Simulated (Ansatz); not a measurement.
Input file:

```yaml
crystal:
  periodic: [false, false, false]
  atoms:
    - {symbol: Ge, position_ang: [-0.019400, 0.000000, 0.692332]}
    - {symbol: P, position_ang: [0.103187, -0.000001, -1.626866]}
    - {symbol: H, position_ang: [0.708145, -1.251254, 1.209657]}
    - {symbol: H, position_ang: [0.708144, 1.251256, 1.209656]}
    - {symbol: H, position_ang: [-1.462963, 0.000000, 1.222775]}
    - {symbol: H, position_ang: [-0.863073, -1.031331, -1.771848]}
    - {symbol: H, position_ang: [-0.863074, 1.031328, -1.771848]}
basis:
  gaussian: {orbitals: cc-pVDZ}
hamiltonian: {xc: {name: B2PLYP}}
correlation: {electrons: outside_noble_gas}
```

```sh
$ ansatz run in.yaml --threads 1 --pin off --events-out ev --progress --plain --max-ram 2393MiB
```

Log:

```
733 factors; integrals over basis functions are off by at most 1.2e-3 eV
mean field evaluation 1: about -65869.5304 eV, gradient 7.7e0 eV
mean field evaluation 2: about -65869.6655 eV, gradient 7.7e0 eV
mean field evaluation 4: about -65869.9085 eV, gradient 9.2e-1 eV
mean field evaluation 8: about -65869.9126 eV, gradient 8.8e-3 eV
mean field evaluation 16: about -65869.9126 eV, gradient 2.2e-6 eV
mean field -65869.91262725 eV, -2420.6746408210 hartree, gradient 2.1e-6 eV, S^2 0.000000; 0 other end points of the search recorded, 0 dependent functions left out
19 core orbitals not correlated: weight in the atoms' cores, before any rotation towards them, 0.999 or more for the frozen orbitals, at most 0.001 for the correlated occupied ones
reference -65869.91278049 eV, -2420.6746464525 hartree; 7, 7 occupied and 44, 44 virtual orbitals, 733 factors
second order -7.78311931 eV of doubles, -0.00000000 eV of singles
Total energy: -65872.01422270 eV, -2420.7518730294 hartree
```

Ran on 1 thread of Intel Xeon, shared host: 7.5 s wall, 0.14 GiB peak host memory.
